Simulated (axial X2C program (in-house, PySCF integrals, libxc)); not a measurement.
B₂⁺: bond constants with and without spin–orbit coupling

All values were computed with an in-house relativistic program for diatomic molecules. Spin-free means the one-electron spin-free X2C Hamiltonian; two-component (2c) means X2C with spin–orbit coupling and atomic mean-field two-electron Coulomb and Gaunt terms, so the difference of the two also holds small scalar two-electron terms. Basis: B dyall-v3z [7s6p2d1f] (cores contracted in-house); Gaussian nuclei, density fitting, unrestricted open shells. Masses: B 11.009 u.

Input:
```json
{"zs": [5, 5], "q": 1, "bas": ["dyall-v3z", "dyall-v3z"], "levels": ["PBE0", "HF", "M06"], "cc": true, "r0": 1.7, "thr": -2.0, "nmax": 90, "npts": 10, "nst": 2, "ntry": 6}
```
```bash
python so2c.py task.json out
```

Keys: zs atomic numbers; q charge; bas basis sets; levels methods; cc coupled cluster on or off; r0 starting distance in Å; thr threshold in hartree for freezing inner shells (an s shell follows its p shell); nmax most natural virtual spinors; npts points on the curve; nst determinants followed; ntry starts of the search. HF also brings MP2.

State, spin-free: M_S = 3/2, Λ = 1 (beyond evenly filled blocks: 2 × σα, π+α); electrons by block: σα: 5, σβ: 3, π+α: 1. Fragments: B+ + B.

State, 2c: Ω = 1/2 (⟨Sz⟩ = 1.50, ⟨Lz⟩ = -1.00 at PBE0); electrons by block: 1/2: 5, -1/2: 4. Fragments: B+ + B.

| Hamiltonian | level | Re (Å) | ωe (cm⁻¹) | ωexe (cm⁻¹) | Be (cm⁻¹) | αe (cm⁻¹) |
| --- | --- | --- | --- | --- | --- | --- |
| spin-free | PBE0 | 1.628 | 1094.3 | 6.07 | 1.156 | 0.0103 |
| spin-free | HF | 1.607 | 1184.9 | 5.22 | 1.186 | 0.00893 |
| spin-free | MP2 | 1.621 | 1121.9 | 6.34 | 1.165 | 0.0102 |
| spin-free | CCSD | 1.628 | 1091.3 | 6.75 | 1.155 | 0.0108 |
| spin-free | CCSD(T) | 1.633 | 1074.6 | 7.16 | 1.149 | 0.0112 |
| spin-free | M06 | 1.630 | 1067.7 | 4.93 | 1.153 | 0.00949 |
| 2c | PBE0 | 1.628 | 1094.2 | 6.07 | 1.156 | 0.0103 |
| 2c | HF | 1.607 | 1184.8 | 5.22 | 1.186 | 0.00893 |
| 2c | MP2 | 1.621 | 1121.9 | 6.33 | 1.165 | 0.0102 |
| 2c | CCSD | 1.628 | 1091.3 | 6.74 | 1.155 | 0.0108 |
| 2c | CCSD(T) | 1.633 | 1074.5 | 7.15 | 1.149 | 0.0112 |

Correlated methods: 5 electrons correlated (number of frozen shells: B 1 s), 155 virtual spin orbitals or spinors in MP2, 62 natural virtuals in coupled cluster.

Occupations by symmetry block were frozen at the best pattern of an incomplete PBE0 search. De is not given where an atomic determinant may have missed its ground term or J level, or where the truncated virtual space spoils (T). Density functionals use the spin component along the axis (collinear). Coupled cluster ran in a truncated set of natural virtual spinors; the MP2 energy of the rest was added. (T) has no such correction and the atoms are truncated less, which lowers De at CCSD(T) by a hundredth of an eV or more. Other states lie close and PBE0, whose exact exchange favours high spin, may order them wrongly; the determinant shown need not be the ground state. The nearest other spin-free determinant of the search, M_S = 3/2, Λ = 0, lies 0.33 eV up at the distance of the search. Without a current term, density functionals place determinants with orbital angular momentum somewhat too high. The spin of this state cannot come from the lowest atoms; the curve heads to a higher limit, and no De is given. With several unpaired electrons one determinant need not be a pure state.

No reliable constants came from M06 (2c): no minimum in range, unconverged points, a curve that is not smooth, a change of character along it, or the two Hamiltonians disagreeing along it.

Rough cost a point (2c) on 1 thread(s) of a shared host, integrals apart: PBE0 0.1 s, CCSD(T) 0.5 s.

The whole task took 23 s on 1 thread of Intel(R) Xeon(R) Processor @ 2.30GHz (shared host).
